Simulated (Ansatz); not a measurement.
**H₄N₂, singlet: CASSCF and its corrections**

Computed with Ansatz's Gaussian-basis code (development build); CASPT2, NEVPT3, NEVPT4(SD) by development code. Basis cc-pVDZ, nonrelativistic, 2 orbitals frozen in the corrections. State-specific CASSCF; RHF is the lowest restricted (open-shell) Hartree–Fock solution met. On stretched bonds single-reference methods can fail or change state. Solutions may break the symmetry of the shape. The lowest solution met needn't be the lowest there is, nor hold the orbitals that a chemist would pick.

Geometry:

```xyz
6

N    -0.0777   -0.0942   -1.0743
N    -0.0777    0.0942    1.0743
H     0.8479   -0.3372   -1.4282
H    -0.3041    0.8253   -1.4421
H     0.8479    0.3372    1.4282
H    -0.3041   -0.8253    1.4421
```

Question: What do CASSCF and its corrections give against RHF in CAS(2,2), and what are the occupations?

Answer: CASSCF -2.225 eV, SC-NEVPT2 -10.620 eV, FIC-NEVPT2 -10.623 eV, NEVPT3 -11.386 eV, NEVPT4(SD) -11.637 eV, CASPT2 (IPEA 0) -10.792 eV; occupations 1.67, 0.33. The MRCI reference weight is 0.910.

Question: How do single-reference totals in the same basis and frozen core stand against SC-NEVPT2 in CAS(2,2)?

Answer: CCSD(T) -1.068 eV, CCSDT -1.088 eV. Coupled cluster stands on the determinant that it favours, which can lie over the RHF solution above, and is in doubt where the occupations are far from 0, 1 and 2.
